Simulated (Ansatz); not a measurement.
A made-up structure of CH₃Si, doublet:

```csv
atom,x (Å),y (Å),z (Å)
C1,0.3441,-0.6409,0.5203
Si2,-0.1758,0.3273,-0.2658
H3,0.6793,-1.2630,1.0258
H4,-1.4258,-0.0387,-0.9950
H5,0.5782,1.6153,-0.2854
```

It is relaxed with PBE-D4/def2-SVP and then PBE0-D4/def2-TZVP (Ansatz 0.2.0). Atoms count as bonded within 1.22 times the sum of their covalent radii (H–H: 0.88 Å). The end point is not checked to be a true minimum.

(1) Does its bonding change? (A judgement: the text doesn't fix the answer.)

Answers

(1) Computed: No: no bond forms or breaks.

Where it ends: The first stage lowers the energy by 5.31 eV in 6 steps. It ends as CH₃Si ([CH][SiH2]):
| atom | x (Å) | y (Å) | z (Å) |
| --- | --- | --- | --- |
| C1 | 0.4249 | -0.7911 | 0.6422 |
| Si2 | -0.2173 | 0.4041 | -0.3282 |
| H3 | 0.8387 | -1.5591 | 1.2665 |
| H4 | -1.4511 | 0.2074 | -1.1189 |
| H5 | 0.4048 | 1.7387 | -0.4615 |

Labels in which every atom is bracketed show which atoms are joined, not bond orders.

For scale, one of the runs: PBE0-D4/def2-TZVP relaxation, 86 basis functions, launched by `ansatz run in.yaml --threads 2 --pin off --events-out ev --progress --plain --max-ram 4352MiB`. The run took about 7.5 s on 2 CPU threads of an Arm Neoverse V1 (shared host).
